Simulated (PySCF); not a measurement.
# How far each method lies from full CI for B₂H⁺, triplet

Geometry: that of the B2H, doublet, kept fixed.

```
atom   x (Å)   y (Å)    z (Å)
   B  0.0000  0.0000   0.1151
   B  0.0000  0.0000  -1.4076
   H  0.0000  0.0000   1.2925
```

Basis 6-31G; PySCF 2.14.0. Correlated methods freeze the noble-gas cores, which leaves 6 electrons in 18 orbitals. Prefix R: restricted or restricted open-shell reference; prefix U: unrestricted.

Full CI is exact within this basis and frozen core; it isn't the basis-set limit. The frozen core follows each run's orbitals, which can shift R against U totals by a few meV.

* UHF ⟨S²⟩: 2.001
* T1 diagnostic (ROHF- or RHF-based CCSD): 0.0179
* largest doubles amplitude (ROHF- or RHF-based CCSD): 0.071
* T1 diagnostic (UCCSD): 0.0156

```json
{"level": "RHF", "E − E(full CI) (kJ/mol)": "184.5", "share of correlation (%)": "0.00", "wall time": "–"}
{"level": "UHF", "E − E(full CI) (kJ/mol)": "183.5", "share of correlation (%)": "0.54", "wall time": "–"}
{"level": "RMP2", "E − E(full CI) (kJ/mol)": "57.2", "share of correlation (%)": "69.03", "wall time": "–"}
{"level": "UMP2", "E − E(full CI) (kJ/mol)": "56.7", "share of correlation (%)": "69.25", "wall time": "–"}
{"level": "RCCSD", "E − E(full CI) (kJ/mol)": "4.9", "share of correlation (%)": "97.34", "wall time": "–"}
{"level": "UCCSD", "E − E(full CI) (kJ/mol)": "4.9", "share of correlation (%)": "97.37", "wall time": "–"}
{"level": "RCCSD(T)", "E − E(full CI) (kJ/mol)": "1.7", "share of correlation (%)": "99.10", "wall time": "0.34 s"}
{"level": "UCCSD(T)", "E − E(full CI) (kJ/mol)": "1.6", "share of correlation (%)": "99.11", "wall time": "0.25 s"}
{"level": "RCCSDT", "E − E(full CI) (kJ/mol)": "0.2", "share of correlation (%)": "99.91", "wall time": "1.8 s"}
{"level": "UCCSDT", "E − E(full CI) (kJ/mol)": "0.1", "share of correlation (%)": "99.92", "wall time": "1.8 s"}
```

The correlation energy at full CI, counted from RHF, is -1.912 eV. Full CI, over all symmetries tried, took 9.9 s on 1 thread of Arm Neoverse V1, shared host; the state has 117,080 determinants.

Times are those of the correlated step on a shared host, with one SCF added for the restricted CCSD run; they ran on 1 thread of Arm Neoverse V1.

The full-CI state has the irrep B1 of C2v, in the program's axes (one component, if the state is degenerate).

Natural occupations of full CI about the gap: 1.965 1.953 0.991 0.987 0.023 0.023 0.023 0.012 0.009 0.004; effectively unpaired electrons, Σ n²(2−n)², 2.02.
